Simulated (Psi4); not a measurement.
# P2 (diphosphorus): levels of theory compared

Aim: a comparison of 6 runs (HF/STO-3G, HF/3-21G, HF/def2-SVP, PBE0/def2-SVP, B97-1/cc-pwCVDZ, CCSD/aug-cc-pV(D+d)Z) of P2 (diphosphorus). 

Program for the calculation: Psi4 1.11.

2 further runs of the same task are left out: 1 that didn't finish, 1 set aside as unsound or not needed.

## Step 1: Starting point

The species is P2 (2 atoms), meant as a singlet with charge 0. SMILES: `P#P`. Geometry: the measured bond length.

Bond lengths: P1–P2 1.893 Å.

## Step 2: A single-point energy at HF/STO-3G (run 1)

job.in reads:

```
memory 1600 MB

molecule {
  0 1
  P      0.000000     0.000000     0.000000
  P      0.000000     0.000000     1.893400
  symmetry c1
  no_reorient
  no_com
}

set {
  basis         STO-3G
  puream        true
  e_convergence 1e-09
  d_convergence 1e-08
  scf_type      pk
}

E, wfn = energy("hf", return_wfn=True)
print_variables()
```

Command:

```bash
$ psi4 job.in job.out -n 1
```

job.out:

```text
[...]
  Running in c1 symmetry.
[...]
  Nuclear repulsion =   62.884162036944126
[...]
  Multiplicity = 1
[...]
  Nalpha       = 15
  Nbeta        = 15
[...]
    Number of basis functions: 18
[...]
   @RHF iter   1:  -673.75352832378360   -1.17978e+00   2.73727e-03 ADIIS/DIIS
[...]
   @RHF iter   6:  -673.75590957428892    4.54747e-13   1.99288e-10 DIIS
[...]
    Orbital Energies [Eh]
    ---------------------
    Doubly Occupied:
       1A    -78.802691     2A    -78.802596     3A     -7.148114
       4A     -7.147247     5A     -4.969665     6A     -4.969256
       7A     -4.968470     8A     -4.968470     9A     -4.967204
      10A     -4.967204    11A     -0.795925    12A     -0.478997
      13A     -0.245208    14A     -0.211981    15A     -0.211981
[...]
  @RHF Final Energy:  -673.75590957428892
   => Energetics <=
    Nuclear Repulsion Energy =             62.8841620369441259
    One-Electron Energy =               -1065.9701228558881212
    Two-Electron Energy =                 329.3300512446550670
    Total Energy =                       -673.7559095742890349
[...]
 Multipole Moments:
 ------------------------------------------------------------------------------------
     Multipole            Electronic (a.u.)      Nuclear  (a.u.)        Total (a.u.)
 ------------------------------------------------------------------------------------
 L = 1.  Multiply by 2.5417464519 to convert [e a0] to [Debye]
 Dipole X            :         -0.0000000            0.0000000           -0.0000000
 Dipole Y            :          0.0000000            0.0000000            0.0000000
 Dipole Z            :        -53.6701117           53.6701117            0.0000000
 Magnitude           :                                                    0.0000000
[...]
```

It took 1.7 s on 1 thread of AMD EPYC 7R43 (Zen 3), shared host; peak memory 0.17 GiB.

## Step 3: A single-point energy at HF/3-21G (run 2)

p2.inp reads:

```
memory 1600 mb

molecule {
  P
  P 1 R2

  R2 = 1.8934
  symmetry c1
}

set basis 3-21G
set puream true
set e_convergence 1e-09
set d_convergence 1e-08
set scf_type pk

e_tot, wfn = energy("scf", return_wfn=True)
oeprop(wfn, "DIPOLE", "LOWDIN_CHARGES", "WIBERG_LOWDIN_INDICES", title="SCF")
```

Command:

```bash
$ psi4 p2.inp p2.out -n 1
```

p2.out:

```text
[...]
  Running in c1 symmetry.
[...]
  Nuclear repulsion =   62.884162036944126
[...]
  Multiplicity = 1
[...]
  Nalpha       = 15
  Nbeta        = 15
[...]
    Number of basis functions: 26
[...]
   @RHF iter   1:  -677.97224630035635   -5.01570e-01   2.57262e-03 ADIIS/DIIS
[...]
   @RHF iter   8:  -677.97629026185848    7.95808e-13   1.46423e-09 DIIS
[...]
    Orbital Energies [Eh]
    ---------------------
    Doubly Occupied:
       1A    -79.423942     2A    -79.423253     3A     -7.498149
       4A     -7.496646     5A     -5.382197     6A     -5.379989
       7A     -5.377447     8A     -5.377447     9A     -5.377295
      10A     -5.377295    11A     -0.953100    12A     -0.611130
      13A     -0.404413    14A     -0.384999    15A     -0.384999
[...]
  @RHF Final Energy:  -677.97629026185848
   => Energetics <=
    Nuclear Repulsion Energy =             62.8841620369441259
    One-Electron Energy =               -1064.0163031297638554
    Two-Electron Energy =                 323.1558508309612989
    Total Energy =                       -677.9762902618584803
[...]
 Multipole Moments:
 ------------------------------------------------------------------------------------
     Multipole            Electronic (a.u.)      Nuclear  (a.u.)        Total (a.u.)
 ------------------------------------------------------------------------------------
 L = 1.  Multiply by 2.5417464519 to convert [e a0] to [Debye]
 Dipole X            :          0.0000000            0.0000000            0.0000000
 Dipole Y            :          0.0000000            0.0000000            0.0000000
 Dipole Z            :         -0.0000000            0.0000000           -0.0000000
 Magnitude           :                                                    0.0000000
[...]
```

It took 1.9 s on 1 thread of AMD EPYC 7R43 (Zen 3), shared host; peak memory 0.18 GiB.

Runs 3 to 5 aren't shown in full; the table further down has their settings and results.

## Step 4: A single-point energy at CCSD/aug-cc-pV(D+d)Z (density fitting, density fitting for correlation, IEF-PCM chloroform) (run 6)

p2.sdf reads:

```

     RDKit          3D

  2  1  0  0  0  0  0  0  0  0999 V2000
    0.0000    0.0000    0.0000 P   0  0  0  0  0  1  0  0  0  0  0  0
    0.0000    0.0000    1.8934 P   0  0  0  0  0  1  0  0  0  0  0  0
  2  1  1  0
M  RAD  2   1   3   2   3
M  END
$$$$
```

run.py reads:

```python
import psi4
from rdkit import Chem

psi4.set_memory(1600000000)
psi4.set_num_threads(1)
psi4.core.set_output_file('output.dat', False)

rd = Chem.SDMolSupplier('p2.sdf', removeHs=False, sanitize=False)[0]
xyz = rd.GetConformer().GetPositions()
atoms = '\n'.join(f'{a.GetSymbol()} {x:.4f} {y:.4f} {z:.4f}' for a, (x, y, z) in zip(rd.GetAtoms(), xyz))
mol = psi4.geometry('0 1\n' + atoms + '\nsymmetry c1')

options = {'scf_type': 'df', 'cc_type': 'df', 'pcm': True}
psi4.set_options(options)
psi4.pcm_helper("""
  Units = Angstrom
  Medium {
    SolverType = IEFPCM
    Solvent = Chloroform
  }
  Cavity {
    Type = GePol
    RadiiSet = Bondi
    Scaling = True
    Area = 0.4
    Mode = Implicit
  }
""")

result, w = psi4.energy("ccsd/aug-cc-pV(D+d)Z", molecule=mol, return_wfn=True)
print(f'ccsd/aug-cc-pV(D+d)Z energy: {result:.10f} Eh')
```

Command:

```bash
$ python run.py
```

output.dat:

```text
[...]
  Running in c1 symmetry.
[...]
  Nuclear repulsion =   62.884162036944126
[...]
  Multiplicity = 1
[...]
  Nalpha       = 15
  Nbeta        = 15
[...]
    Number of basis functions: 64
[...]
   @DF-RHF iter   1:  -681.46941591691018   -6.00581e-01   1.58571e-03 ADIIS/DIIS
[...]
   @DF-RHF iter   9:  -681.47631106909216   -2.16005e-12   2.91224e-09 DIIS
[...]
    Orbital Energies [Eh]
    ---------------------
    Doubly Occupied:
       1A    -79.976811     2A    -79.976807     3A     -7.518029
       4A     -7.517375     5A     -5.410513     6A     -5.409085
       7A     -5.409085     8A     -5.408828     9A     -5.408828
      10A     -5.408172    11A     -0.901615    12A     -0.603878
      13A     -0.405170    14A     -0.368186    15A     -0.368186
[...]
  @DF-RHF Final Energy:  -681.47631106909216
   => Energetics <=
    Nuclear Repulsion Energy =             62.8841620369441259
    One-Electron Energy =               -1068.4153698223212814
    Two-Electron Energy =                 324.0554049581832601
    PCM Polarization Energy =              -0.0005082418982327
    Total Energy =                       -681.4763110690922758
[...]
 Multipole Moments:
 ------------------------------------------------------------------------------------
     Multipole            Electronic (a.u.)      Nuclear  (a.u.)        Total (a.u.)
 ------------------------------------------------------------------------------------
 L = 1.  Multiply by 2.5417464519 to convert [e a0] to [Debye]
 Dipole X            :          0.0000000            0.0000000            0.0000000
 Dipole Y            :          0.0000000            0.0000000            0.0000000
 Dipole Z            :          0.0000000            0.0000000            0.0000000
 Magnitude           :                                                    0.0000000
[...]
      * MP2 total energy:                  -681.818846899436
[...]
      * CCSD total energy:                 -681.834886287170
[...]
```

On the terminal:

```text
S matrix is not positive-definite!
Consider changing the average area of the cavity finite elements.
Normally an error, this has been commuted to a warning via patch.
Please report this issue:

S matrix is not positive-definite!
Consider changing the average area of the cavity finite elements.
Normally an error, this has been commuted to a warning via patch.
Please report this issue:

ccsd/aug-cc-pV(D+d)Z energy: -681.8348862872 Eh
```

Wall time 8.1 s (1 thread of AMD EPYC 7R43 (Zen 3), shared host); peak memory 0.32 GiB.

## Step 5: All runs side by side

| run | level | properties | task | energy (Eh) | dipole moment (D) | HOMO energy (eV) | LUMO energy (eV) | wall time |
| --- | --- | --- | --- | --- | --- | --- | --- | --- |
| 1 | HF/STO-3G | – | energy | -673.755910 | 0.00 | -5.77 | 6.32 | 1.7 s |
| 2 | HF/3-21G | (dipole, lowdin, wiberg) | energy | -677.976290 | 0.00 | -10.48 | 0.32 | 1.9 s |
| 3 | HF/def2-SVP | – | gradient | -681.245301 | 0.00 | -10.06 | 0.87 | 1.8 s |
| 4 | PBE0/def2-SVP | (mulliken, lowdin, mayer) | gradient | -682.214787 | 0.00 | -8.09 | -2.47 | 3.6 s |
| 5 | B97-1/cc-pwCVDZ (density fitting) | – | frequencies | -682.634920 | 0.00 | – | – | 11 s |
| 6 | CCSD/aug-cc-pV(D+d)Z (density fitting, density fitting for correlation, IEF-PCM chloroform) | – | energy | -681.834886 | – | -10.02 | 0.55 | 8.1 s |

## Step 6: Outcome

| quantity | value |
| --- | --- |
| run 6: total energy | -681.83489 Eh |
| run 6: HOMO energy (Hartree–Fock orbitals) | -10.02 eV |
| run 6: LUMO energy (Hartree–Fock orbitals) | 0.55 eV |
| run 6: HOMO–LUMO gap (Hartree–Fock orbitals) | 10.56 eV |
| run 6: correlation energy | -358.6 mEh |
| run 6: solvent term in the energy | -1.3 kJ/mol |
| run 6: T1 diagnostic | 0.010 |

What this shows: Over runs 1, 2, 3, 4 the HOMO–LUMO gap runs from 5.62 eV (PBE0/def2-SVP) to 12.09 eV (HF/STO-3G). The two ends differ in method and basis. Totals of different functionals can't be ranked against each other. In run 1 the basis is minimal, so the values are rough. All runs together took 29 s, the longest 11 s.
